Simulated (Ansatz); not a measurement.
All numbers were calculated with Ansatz.

A structure relaxed at PBE0-D4/def2-TZVP, charge 0, multiplicity 1:

Cartesian coordinates in Å:
```
C -0.050 -0.506 1.164
N -0.225 0.035 -0.163
C 0.864 0.510 -0.878
N 2.074 0.547 -0.523
C -1.479 0.080 -0.723
O -2.485 -0.305 -0.189
H 0.620 -1.369 1.141
H -1.027 -0.816 1.526
H 0.363 0.250 1.836
H 0.587 0.888 -1.864
H 2.220 0.170 0.411
H -1.464 0.516 -1.737
```

(1) Give its formula and SMILES.

(2) Point group (tolerance 0.08 Å, 0.16 Å for H)?

(3) Summarise the bond lengths by kind.

## Answers

(1) C3H6N2O, `CN(C=N)C=O`.

(2) Cs.

(3) 4 × C–N 1.262 to 1.443 Å; 5 × C–H 1.087 to 1.103 Å; 1 × H–N 1.019 Å; 1 × C–O 1.203 Å.
